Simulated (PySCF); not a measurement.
Species: C2H2F2S.
Z-matrix (Å and degrees, GFN2-xTB geometry), rows numbered from 1:
```
F 
C   1  1.3557
F   2  1.3558  1  106.15
C   2  1.5039  1  110.16  3  -119.12
S   4  1.6049  2  122.64  1  -122.12
H   2  1.1002  1  108.49  3   116.45
H   4  1.0850  2  115.03  1    58.04
```

Theory: delta-SCF UKS SCAN, pcX-2 on the ionised atom, pcseg-1 elsewhere, spin-free X2C (PySCF). Vertical ΔSCF values, vacuum level as zero.

One binding energy is withheld.

| atom(s) | bonded to | level | binding energy (eV) |
| --- | --- | --- | --- |
| C2 | 2 F, C and H | C 1s | ? |
| F1/F3 | C | F 1s | 693.58 |
| S5 | C (double bond) | S 1s | 2477.93 |

(1) Fill in C 1s for C2.

(2) What is the longest wavelength that can ionise F 1s of F1/F3 vertically?

Answers

(1) 296.23 eV (CHF2 carbon).

(2) λ = hc/E = 12398.42 eV Å / 693.58 eV = 17.876 Å.

The first atom of each set that the bonding makes equivalent was ionised and stands for the set. The list is incomplete; no value stands for C 1s of C4 (hole states with ⟨S²⟩ of 1 or more are left out). Geometry: GFN2-xTB, one conformer, isolated molecule.
